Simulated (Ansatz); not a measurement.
# hcp Be

Method: LDA in Ansatz (plane waves, PAW).

Run with plane-wave cutoff 500 eV, 16×14×1 k mesh (along the axes of the cell as run), Fermi–Dirac smearing 0.1 eV, scalar-relativistic PAW data made under PBE.

Cell: relaxed at this level.

```
Quantity                                Value
----------------------------------  ---------
surface energy of the (11-20) face  2.38 J/m²
work function of the (11-20) face     3.99 eV
```

The slab of 24 atoms is relaxed and unreconstructed.

Computed values are for the static lattice.

The result took about 7 core-minutes (a rough figure).

Ansatz is a quantum-chemistry and plane-wave program.
